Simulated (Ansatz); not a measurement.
Quasi-harmonic linear expansion coefficient at 300 K (×10⁻⁶/K) of solids drawn from the class of tetrahedrally bonded semiconductors and semimetals, at two levels: PBE (PAW; Ansatz, an electronic-structure program), and LDA (PAW; Ansatz).

```
solid                                PBE   LDA  shift (%)
----------------------------------  ----  ----  ---------
zinc-blende BP                      3.25  2.90      -10.8
zinc-blende ZnS                     8.84  6.51        -26
zinc-blende BAs                     4.54  3.99      -12.1
zinc-blende AlP                     3.81  3.01        -21
wurtzite BN (high-pressure phase)   1.95  1.68      -13.8
zinc-blende CdS (metastable phase)  6.86  3.56        -48
zinc-blende ZnSe                    9.91  7.28        -27
zinc-blende CdTe                    8.77  5.17        -41
zinc-blende CdSe                    7.37  3.70        -50
zinc-blende CuI                     25.0  13.7        -45
```

The shifts run from -50 % to -10.8 %, with a median of -26 %.

Of 10 rows, LDA is the larger in 0 and the smaller in 10.

Ansatz's runs of these crystals have no spin polarisation.

Spin–orbit coupling is left out, also for the solids with elements from indium on (zinc-blende CdTe, zinc-blende CuI); its size isn't shown.

Each level is taken at its own relaxed cell. Ansatz's density-functional and Hartree–Fock values are scalar-relativistic unless marked +SOC, with PAW data made under PBE.
